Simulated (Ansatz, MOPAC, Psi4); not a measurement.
Species: ammonia, NH$_{3}$, charge 0, multiplicity 1. SMILES: N
Coordinates optimised at B3LYP-D3(BJ)/def2-TZVP (Ansatz, a first-principles code):
```xyz
4

N      0.0022    -0.0038     0.1116
H     -0.0020     0.9512    -0.2281
H      0.8095    -0.4644    -0.2929
H     -0.8232    -0.4600    -0.2599
```
Charge 0, spin multiplicity 1.

Wanted: vertical ionisation energy to the doublet, in eV. Terms: no spin-orbit coupling; six Cartesian d functions in 6-31G* and its kin unless marked 5d; UHF or UKS for open shells; dispersion terms only where a functional's name holds one; non-relativistic; each state is the SCF solution reached for its charge and spin. First-principles rows: single points at B3LYP-D3(BJ) geometries (Ansatz). Semi-empirical rows: differences of heats of formation at the shared geometry for vertical values.

```json
[
 {"species": "charge 1, doublet", "coefficient": "+1", "E at wB97X-D/6-31G* (Psi4), Eh": "-56.13881", "E at wB97M-V/def2-TZVPD (Ansatz), Eh": "-56.15061", "heat of formation at PM3 (MOPAC), kcal/mol": "218.21"},
 {"species": "charge 0, singlet", "coefficient": "-1", "E at wB97X-D/6-31G* (Psi4), Eh": "-56.52922", "E at wB97M-V/def2-TZVPD (Ansatz), Eh": "-56.55014", "heat of formation at PM3 (MOPAC), kcal/mol": "-2.76"}
]
```

Measured values: CCCBDB table in ASE, the entry of H3N doubted and unchecked; they hold spin-orbit and core effects.  Value to compare with, the measured value: 10.82 eV. 1 Eh = 27.2114 eV and 1 eV = 23.0605 kcal/mol.

Q: Work the quantity out at each level, and compare with the measured value.

A: 
- wB97X-D/6-31G*: the sum of coefficient times E is 0.39041 Eh, or 10.624 eV. Result: 10.62 eV. Its error against the measured value is -0.20 eV.
- wB97M-V/def2-TZVPD: the sum of coefficient times E is 0.39953 Eh, or 10.872 eV. Result: 10.87 eV. Its error against the measured value is 0.05 eV.
- PM3: the sum of coefficient times heat of formation is 220.97 kcal/mol, or 9.58 eV. Its error against the measured value is -1.24 eV.
